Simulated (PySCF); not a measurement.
C3H2F3 (doublet state).
Structure used (GFN2-xTB), in Å, numbered top down from 1:
```xyz
8
C3H2F3 angstrom
C     -1.2667    0.0065   -0.2001
C      0.0226   -0.4324   -0.1220
F      0.2979   -1.7135   -0.4408
C      1.1191    0.3194    0.2619
F      2.3625   -0.1207    0.3348
F      1.0261    1.5967    0.6072
H     -1.5118    1.0198    0.0480
H     -2.0407   -0.6663   -0.5135
```

The hyperfine couplings belong to this conformer and change with its torsions.

The species is `[CH2]C(F)=C(F)F` [radical].

Level of theory: UKS B3LYP, pcH-1 on C F H, non-relativistic, mean-field spin-orbit, GIAO (PySCF 2.14.0). Isolated species at its GFN2-xTB geometry, gas phase. The geometry wasn't refined by DFT: couplings that depend on bond lengths, twists or pyramidal angles can differ widely from those at the functional's own minimum. The SCF solution wasn't tested for stability. ⟨S²⟩ is 0.776 where a pure state has 0.75.

Match the computed a_iso(13C) values +71.6, -59.9, +51.4 MHz with the sites C1; C2; C4.

```
site  a_iso (MHz)  ρ(0) (bohr⁻³)                 position  distance from C1 (Å)  spin population  largest |T| (MHz)
  C1        +51.4        +0.0457  largest spin population                  0.00            +0.66               99.0
  C2        -59.9        -0.0533           1 bond from C1                  1.36            -0.22               29.7
  C4        +71.6        +0.0636         a main spin site                  2.45            +0.55              121.5
```

Match the computed a_iso(19F) values +103.1, +91.2, -32.0 MHz with the sites F3; F5; F6.

```
site  a_iso (MHz)  ρ(0) (bohr⁻³)         position  distance from C1 (Å)  bound to  spin population there  largest |T| (MHz)
  F3        -32.0        -0.0076  2 bonds from C4                  2.34        C2                  -0.22               73.0
  F5       +103.1        +0.0245   1 bond from C4                  3.67        C4                  +0.55              329.8
  F6        +91.2        +0.0217   1 bond from C4                  2.90        C4                  +0.55              283.9
```

Match the computed a_iso(1H) values -41.3, -38.8 MHz with the sites H7; H8.

```json
{"site": "H7", "a_iso (MHz)": "-38.8", "ρ(0) (bohr⁻³)": "-0.0087", "position": "1 bond from C1", "distance from C1 (Å)": "1.07", "bound to": "C1", "spin population there": "+0.66", "largest |T| (MHz)": "22.3"}
{"site": "H8", "a_iso (MHz)": "-41.3", "ρ(0) (bohr⁻³)": "-0.0092", "position": "1 bond from C1", "distance from C1 (Å)": "1.07", "bound to": "C1", "spin population there": "+0.66", "largest |T| (MHz)": "24.7"}
```

ρ(0) is the spin density at the nucleus and T the dipolar tensor. Largest spin populations (Mulliken): C1 (+0.66), C4 (+0.55) and C2 (-0.22). The positive populations add up to 1.29 and the negative ones to -0.29, together 2S = 1. The angles at C1 add up to 360.0°, so it is planar; its axial dipolar tensor and the negative couplings of its protons fit spin in a p orbital normal to that plane. Main spin sites, with 60 % or more of the largest population: C1, C4; positions count bonds from the nearest.

H7 and H8 aren't averaged: C1 is flat or nearly so (angle sum 360°), and its turn about the short C1–C2 bond (1.36 Å) is taken as slow.
